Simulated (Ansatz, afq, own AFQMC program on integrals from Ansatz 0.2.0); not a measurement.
GeH⁺, singlet: AFQMC among the cluster methods

```yaml
atoms:
  - { symbol: Ge, position_ang: [0.0000, 0.0000, 0.0000] }
  - { symbol: H, position_ang: [0.0000, 0.0000, 1.5886] }
```

Basis cc-pVTZ. Only valence electrons are correlated. Ansatz 0.2.0 and our own AFQMC program on the same integrals; the CISD trial comes from CCSD amplitudes, and released means the phaseless constraint is let go. Free AFQMC starts from the CCSD state and is never constrained. Its projection time is finite, and what remains of the start isn't in its error. Uncertainties: one standard error, sampling alone. No spin–orbit coupling.

Determinant: RHF, the one that the program's search chose, which needn't be the lowest solution. The geometry is a PBE0/def2-TZVP stationary point of this or a neighbouring charge and spin state.

Full CI on the same integrals is exact in this basis and with this determinant's frozen core.

Cautions: no relativity below Rb; no spin-orbit coupling; inner d shell frozen; the released energies are still falling, so no released level is given (meV from the phaseless value at times in 1/Eh: -4 ± 3 at 0.24, -3.3 ± 2.4 at 0.51, -9 ± 3 at 0.99, -12 ± 3 at 1.62, -14 ± 3 at 2.40).

- T1 diagnostic: 0.0104
- weight of the determinant in the CISD state: 0.931
- size of the correlated space: 4 electrons in 43 orbitals

Reference: full CI, correlation energy -2.359 eV.

```csv
level,E − E(reference) (kJ/mol),share of correlation (%)
HF,227.6,0.00
MP2,56.7,75.07
CCSD,4.5,98.03
CCSD(T),1.0,99.58
CCSDT,0.1,99.94
CCSDT(Q),0.0,99.99
ph-AFQMC/CISD,0.6 ± 0.3,99.75
free AFQMC,-0.4 ± 0.5,100.18
```

CCSDT and higher add their correlation energy to the determinant of the CCSD(T) run, since their own runs factorise the integrals more tightly (a shift of under 2 meV). Free projections are given only where their last times agree within the noise and don't stop above the reference; a slow remainder of the start can still hide under it. A walk keeps the symmetry of its determinant, which the program's search chose and which needn't be the lowest solution, so a lower state of the same spin and another symmetry isn't excluded.
